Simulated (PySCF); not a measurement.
Gas-phase reaction: 2 AlH₃ + 4 C₂H₃ (vinyl) + N₂ = 2 Al(CH₃)₂NH₂ + C₄H₂

Method: PySCF energies plus ideal-gas RRHO corrections (1 bar). † marks an energy on the PBE0/def2-TZVP geometry and frequencies; other levels use their own. 6-31G* has spherical d functions here. Open shells (unrestricted): C₂H₃ (vinyl) (multiplicity 2); the rest are closed-shell singlets. B3LYP is the form with VWN-RPA correlation. AlH₃, Al(CH₃)₂NH₂: computed as isolated molecules; such fragments, hydroxides, amides, oligomers or adducts are transient or little studied in the gas.

| level | ΔH°(298 K), kJ |
|---|---|
| B3LYP/6-31G* | -1143 |
| BLYP/def2-TZVP† | -1130 |
| LDA/def2-TZVP† | … |
| ωB97M-V/def2-TZVP† | … |
| ωB97X-V/def2-TZVP† | -1232 |

Some entries are withheld; supply them.


- LDA/def2-TZVP†, ΔH°(298 K), kJ: -1477
- ωB97M-V/def2-TZVP†, ΔH°(298 K), kJ: -1252
